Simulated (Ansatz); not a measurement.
This geometry of CH8AlN (11 atoms, charge 0, multiplicity 1) is a first-order saddle point.

Computed with Ansatz, RKS PBE0-D4/6-31G*.

```xyz
11
Properties=species:S:1:pos:R:3
Al -0.013 -0.425 0.143
C -0.117 0.001 2.277
H -1.043 -0.008 2.862
H 0.739 -0.114 2.950
H -0.040 1.035 1.890
H 1.461 -0.047 -0.335
H -1.342 0.156 -0.519
N -0.186 -2.241 0.751
H -1.051 -2.759 0.631
H 0.602 -2.880 0.741
H -0.181 -1.306 1.730
```

**Question.** Which two structures does it join? (They come from a converged band through this point; their orientation in space is the band's.)

**Answer.** Bonds broken: Al1–C2, N8–H11. Bonds formed: C2–H11. CH8AlN becomes AlH4N + CH4.

Initial state:

```xyz
11
Properties=species:S:1:pos:R:3
Al -0.064 -0.249 0.431
C 0.068 0.432 2.287
H -0.834 0.229 2.881
H 0.924 0.017 2.836
H 0.200 1.522 2.296
H 1.288 -0.313 -0.450
H -1.438 0.012 -0.376
N -0.298 -2.289 0.763
H -0.449 -2.779 -0.117
H 0.528 -2.690 1.204
H -1.097 -2.481 1.365
```

Final state:

```xyz
11
Properties=species:S:1:pos:R:3
Al 0.078 -0.807 -0.237
C -0.186 0.234 2.778
H -0.831 0.471 3.628
H 0.859 0.415 3.040
H -0.468 0.879 1.938
H 1.563 -0.247 -0.128
H -1.187 0.065 -0.654
N -0.173 -2.548 0.027
H -1.061 -3.023 -0.056
H 0.558 -3.204 0.265
H -0.321 -0.823 2.521
```

**Question.** How far does it lie above each of them?

**Answer.** 1.45 eV above the first and 1.24 eV above the second. This is the barrier of this one path; another mechanism may lie lower. The orbitals stay closed-shell, which can raise the energy where a bond breaks towards radicals; this wasn't checked here.

Run time: 5.5 min on 1 thread of Arm Neoverse V1, on a shared host, peak memory 0.13 GiB.
